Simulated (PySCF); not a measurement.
# Levels along the 3-electron series

One electron added to the closed shell 1s2: EOM-EA-CCSD calculated with PySCF 2.14, two-component X2C-1e with screened spin-orbit coupling, each ion in its own even-tempered basis, nothing frozen, the virtual space cut to natural spinors and corrected at second order; no Breit or QED terms. Binding energy of 2s1/2 and energies of the other levels above it, in eV.

| ion | 2s1/2 binding | 2p1/2 − 2s1/2 | 2p3/2 − 2s1/2 | NIST ionisation energy |
| --- | --- | --- | --- | --- |
| Li | 5.387 | 1.849 | 1.850 | 5.392 |
| Be⁺ | 18.207 | 3.965 | 3.967 | 18.211 |
| B²⁺ | 37.927 | 6.004 | 6.011 | 37.931 |
| C³⁺ | 64.492 | 8.002 | 8.021 | 64.494 |
| N⁴⁺ | 97.889 | 9.981 | 10.023 | 97.890 |
| O⁵⁺ | 138.12 | 11.948 | 12.032 | 138.12 (s) |
| F⁶⁺ | 185.19 | 13.911 | 14.059 | 185.19 |
| Ne⁷⁺ | 239.11 | 15.873 | 16.117 | 239.10 (s) |
| Mg⁹⁺ | 367.52 | 19.798 | 20.367 | 367.49 (t) |
| Al¹⁰⁺ | 442.05 | 21.765 | 22.584 | 442.00 (t) |

Each ion has its own basis, which adds noise of up to about 0.1 % of the binding energies along the series.

The 2p interval goes from 0.0001356 to 0.8191 eV, as Z to the power 5.94; a hydrogen-like ion gives 4, and the power is higher where the screened charge Z − σ still grows faster than Z or where Zα is large.

NIST values marked (s) are semi-empirical, (t) theoretical.
